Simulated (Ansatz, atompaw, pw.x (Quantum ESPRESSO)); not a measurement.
## Hf (Z = 72): one change to the PAW (atompaw) potential, in the atom and in the bcc crystal

- Element: hafnium
- Generator: atompaw 4.2.0.5
- Type: PAW
- Functional: PBEsol
- Relativity: scalar-relativistic
- Frozen core: [Xe] 4f14
- Valence charge: 4
- Reference configuration: 5d2 6s2 6p0
- Partial waves: 6s (bound): rc 3.00 bohr; 6s channel at 0.2 Ry: rc 3.00 bohr; 6p (bound, empty): rc 3.00 bohr; 6p channel at 2 Ry: rc 3.00 bohr; 5d (bound): rc 1.70 bohr; 5d channel at 1.4 Ry: rc 3.00 bohr
- Local potential: ultrasoft scheme with l = 3 at 0 Ry, radius 2.80 bohr
- Core correction: smooth core density matched at 2.55 bohr
- Augmentation charge: besselshape compensation charge, radius 2.50 bohr; PAW radius 3.00 bohr; waves and projectors: custom rrkj gramschmidtortho

Change: all radii scaled by about 0.93 (s 2.80, p 2.80, d 1.58 bohr); local potential ultrasoft scheme with l = 3 at 0 Ry, radius 2.62 bohr; augmentation besselshape compensation charge, radius 2.34 bohr; PAW radius 2.80 bohr; waves and projectors: custom rrkj gramschmidtortho; core correction smooth core density matched at 2.38 bohr.

Cutoffs, loose and tight: the cutoffs (Ry, on a coarse ladder) from which the occupation-weighted sum of valence levels, in a spherical-Bessel basis at the reference potential, stays within 10 and 1 mRy of its value at 400 Ry. They see the waves and projectors alone, not the compensation charge or the core.

Crystal test: bcc Hf in pw.x 7.5, no spin, 13³ k-points, Fermi–Dirac smearing 0.01 Ry, cutoffs set for each file from its atomic test. The reference is all-electron LAPW (Ansatz 0.2.0) with the same functional, mesh and smearing; V0 and B0 come from Birch–Murnaghan fits to the pressures at five volumes. Errors are pseudo minus all-electron; Δ is the rms difference of the E(V) curves that follow from these fits, minima aligned, over ±6 % about the mean V0. Mesh and smearing are coarse, so the numbers serve the comparison and aren't converged zero-temperature values; the lattice is a test structure that the element need not adopt.

All-electron: a0 = 3.497 Å (V0 = 21.39 Å³/atom), B0 = 103.7 GPa.

Task: Does the change bring the crystal closer to the all-electron result?

Result: The mean pressure error goes from +0.77 to -0.53 GPa, so the change moves the solid closer to the all-electron pressures.

```tsv
quantity	base	changed
outcome (atom)	generated	generated
cutoff, loose (atom)	30 Ry	30 Ry
cutoff, tight (atom)	35 Ry	40 Ry
bound ghosts (atom)	none	none
cutoffs in pw.x (Ry)	45/450	50/500
a0 (Å)	3.505	3.492
a0 error (%)	+0.22	-0.17
B0 error (%)	+5.5	+5.1
Δ (meV/atom)	3.5	2.5
mean pressure error (GPa)	+0.77	-0.53
```

Base: The largest radius (3.00 bohr) exceeds half the bond length (2.86 bohr), so the spheres overlap, which is one possible source of error among others. Changed file: The logarithmic derivative shows an extra or strongly shifted pseudo pole above the reference energy (p near 0.30 Ry). The atomic cutoffs weigh occupied waves only.
